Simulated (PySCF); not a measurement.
N2, charge +1, quartet, at a GFN2-xTB geometry of the parent state (a state made from the parent by changing its charge; the spin is typed, not shown lowest).

PySCF was given this input:
```python
from pyscf import gto, scf, dft

mol = gto.Mole()
mol.atom = '''
    N    -0.00000000   -0.00000000   -0.54911021
    N     0.00000000    0.00000000    0.54911021
'''
mol.basis = 'def2-svp'
mol.charge = 1
mol.spin = 3
mol.verbose = 4
mol.build()

mf = dft.UKS(mol)
mf.xc = 'r2scan'
mf.kernel()
mf.analyze()
```

### Question
What does this run give for the total energy, nuclear repulsion energy, number of basis functions, HOMO energy, <S^2>?

### Answer

```yaml
total_energy: -108.5402 Eh
nuclear_repulsion_energy: 23.6106 Eh
number_of_basis_functions: 28
HOMO energy: -15.62 eV
"<S^2>": 3.755
```

These values belong to the state on which the SCF converged, which isn't shown to be the lowest.
